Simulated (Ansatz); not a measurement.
in.yaml

```yaml
crystal:
  periodic: [false, false, false]
  atoms:
    - {symbol: Mg, position_ang: [0.000000, 0.000000, 0.000000]}
    - {symbol: S, position_ang: [0.000000, 0.000000, -2.272493]}
    - {symbol: S, position_ang: [0.000000, 0.000000, 2.272493]}
basis:
  gaussian: {orbitals: cc-pVDZ}
magnetization: {spin_polarized: true, initial_magnetization: 2}
correlation: {method: mp2, electrons: outside_noble_gas}
```

```sh
$ ansatz run in.yaml --threads 1 --pin off --events-out ev --progress --plain --max-ram 2393MiB
```

The program prints:

```
548 factors; integrals over basis functions are off by at most 5.7e-4 eV
mean field evaluation 1: about -27063.8241 eV, gradient 9.6e0 eV
mean field evaluation 2: about -27063.8780 eV, gradient 9.7e0 eV
mean field evaluation 4: about -27065.2825 eV, gradient 1.7e0 eV
mean field evaluation 8: about -27065.4267 eV, gradient 4.8e-3 eV
mean field evaluation 16: about -27065.4267 eV, gradient 2.9e-3 eV
mean field evaluation 32: about -27063.8241 eV, gradient 9.6e0 eV
mean field evaluation 64: about -27065.3611 eV, gradient 1.8e-4 eV
mean field evaluation 96: about -27067.9702 eV, gradient 3.7e-1 eV
mean field evaluation 128: about -27067.9860 eV, gradient 1.3e-1 eV
mean field evaluation 160: about -27067.9682 eV, gradient 6.3e-4 eV
mean field evaluation 192: about -27067.9795 eV, gradient 5.6e-1 eV
mean field evaluation 224: about -27067.9682 eV, gradient 2.2e-3 eV
mean field evaluation 256: about -27067.9859 eV, gradient 5.1e-6 eV
mean field -27067.98586771 eV, -994.7301332985 hartree, gradient 5.1e-6 eV, S^2 2.015023; 20 other end points of the search recorded, 0 dependent functions left out
15 core orbitals not correlated: weight in the atoms' cores, before any rotation towards them, 1.000 or more for the frozen orbitals, at most 0.000 for the correlated occupied ones
reference -27067.98586771 eV, -994.7301332985 hartree; 8, 6 occupied and 31, 33 virtual orbitals, 548 factors
second order -6.18228242 eV of doubles, -0.00000000 eV of singles
Total energy: -27074.16815012 eV, -994.9573279868 hartree
```

Ran on 1 thread of Arm Neoverse V2, shared host: 4.7 s wall, 0.12 GiB peak host memory.
